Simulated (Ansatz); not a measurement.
A displaced shape of doublet NO₂:

```yaml
atoms:
  - { symbol: N, position_ang: [-0.0496, -0.0014, -0.3088] }
  - { symbol: O, position_ang: [0.0135, 1.0455, 0.1458] }
  - { symbol: O, position_ang: [-0.0122, -1.0447, 0.1425] }
```

It was optimised with PBE0/def2-SVP in Ansatz (development build ahead of 0.2.0) to forces under 0.001 eV/Å, with unrestricted orbitals. Each step stands on the lowest determinant of that kind that the program's search found.

What shape does it relax to, and how does the optimisation go?

```xyz
3

N    -0.0494    0.0006   -0.3067
O     0.0139    1.0923    0.1444
O    -0.0128   -1.0934    0.1417
```

Bond lengths: N1–O2 1.183 Å, N1–O3 1.183 Å. Angles: O2–N1–O3 135.0°.

| step | E − E(start) (eV) | largest force (eV/Å) |
| --- | --- | --- |
| 1 | 0.0000 | 5.2434 |
| 2 | -0.2181 | 0.4850 |
| 3 | -0.2212 | 0.1656 |
| 4 | -0.2217 | 0.0875 |
| 5 | -0.2218 | 0.0114 |
| 6 | -0.2218 | 0.0007 |

The optimisation ended after 6 steps with its threshold met.
